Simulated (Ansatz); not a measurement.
A made-up structure of Si$_{2}$NH$_{2}$, doublet:

```tsv
atom	x (Å)	y (Å)	z (Å)
N1	-0.3846	-0.6113	-0.0863
Si2	-0.0767	-0.6978	1.5887
Si3	1.0297	0.4591	-0.1248
H4	-1.1141	-0.9338	-0.7046
H5	-0.1389	-0.7357	3.0068
```

It is relaxed with PBE-D4/def2-SVP and then PBE0-D4/def2-TZVP (Ansatz 0.2.0). Atoms count as bonded within 1.22 times the sum of their covalent radii (H–H: 0.88 Å). The end point is not checked to be a true minimum.

(1) Does its bonding change? (A judgement: the text doesn't fix the answer.)

Answers

(1) The calculation gives: No: no bond forms or breaks.

Where it ends: The first stage lowers the energy by 1.57 eV in 9 steps. It ends as Si₂NH₂ ([NH]1[Si][SiH]1):
| atom | x (Å) | y (Å) | z (Å) |
| --- | --- | --- | --- |
| N1 | -0.3433 | -0.6022 | 0.0453 |
| Si2 | 0.4522 | -0.9628 | 1.5894 |
| Si3 | 0.9568 | 0.4754 | -0.1922 |
| H4 | -1.2049 | -0.8128 | -0.4362 |
| H5 | -0.5453 | -0.6173 | 2.6736 |

Labels in which every atom is bracketed show which atoms are joined, not bond orders.

For scale, one of the runs: PBE0-D4/def2-TZVP relaxation, 117 basis functions, launched by `ansatz run in.yaml --threads 2 --pin off --events-out ev --progress --plain --max-ram 4352MiB`. Hardware: 2 CPU threads of an Arm Neoverse V2, shared host. Wall time about 20 s.
